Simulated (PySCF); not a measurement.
2,2-difluorobutane, C4H8F2.
Bonds: C1–C2, C2–C3, C3–C4, C3–F5, C3–F6. Hydrogens: H7, H8, H9 on C1; H10, H11 on C2; H12, H13, H14 on C4.

Method: PBE0-D3(BJ)/def2-SVP geometry optimisation, gas phase in PySCF 2.14.0; density fitting, grid level 2; the optimiser is geomeTRIC in internal coordinates, started from a GFN2-xTB structure.

At the end of the run (lengths in Å): C1–H8 1.101, C1–H7 1.099, C1–H9 1.100, C4–H13 1.098, C4–H12 1.098, C4–H14 1.098, C2–C3 1.516, F5–C3–F6 106.1°, C1–C2–C3 114.4°, C2–C3–F5 107.8°, C2–C3–C4 116.8°, C1–C2–C3–C4 62°, H12–C4–C3–C2 -62°, H7–C1–C2–C3 175°.

Question: These geometries were met on the way; a selection of coordinates is given. Order them by energy above the end point, lowest first.
A. C1–H8 1.101, C1–H7 1.100, C1–H9 1.099, C4–H13 1.098, C4–H12 1.098, C4–H14 1.098, C2–C3 1.516, F5–C3–F6 106.1°, C1–C2–C3 114.5°, C2–C3–F5 107.7°, C2–C3–C4 116.7°, C1–C2–C3–C4 63°, H12–C4–C3–C2 -67°, H7–C1–C2–C3 177°
B. C1–H8 1.087, C1–H7 1.086, C1–H9 1.087, C4–H13 1.086, C4–H12 1.085, C4–H14 1.088, C2–C3 1.526, F5–C3–F6 104.1°, C1–C2–C3 112.8°, C2–C3–F5 108.4°, C2–C3–C4 116.0°, C1–C2–C3–C4 58°, H12–C4–C3–C2 -68°, H7–C1–C2–C3 172°
C. C1–H8 1.102, C1–H7 1.099, C1–H9 1.101, C4–H13 1.098, C4–H12 1.099, C4–H14 1.100, C2–C3 1.514, F5–C3–F6 106.5°, C1–C2–C3 113.3°, C2–C3–F5 108.6°, C2–C3–C4 116.7°, C1–C2–C3–C4 64°, H12–C4–C3–C2 -71°, H7–C1–C2–C3 180°

Answer: A (0.003 eV), C (0.017 eV), B (0.042 eV).

```tsv
step	E above end (eV)	rms distance from the end, all atoms (Å)	largest force (eV/Å)	rms shift of all bonds from the end (Å)
4	0.003	0.042	0.058	0.000
1	0.017	0.076	0.204	0.002
0	0.042	0.080	0.817	0.011
```

Rows stand in the order of the answer.
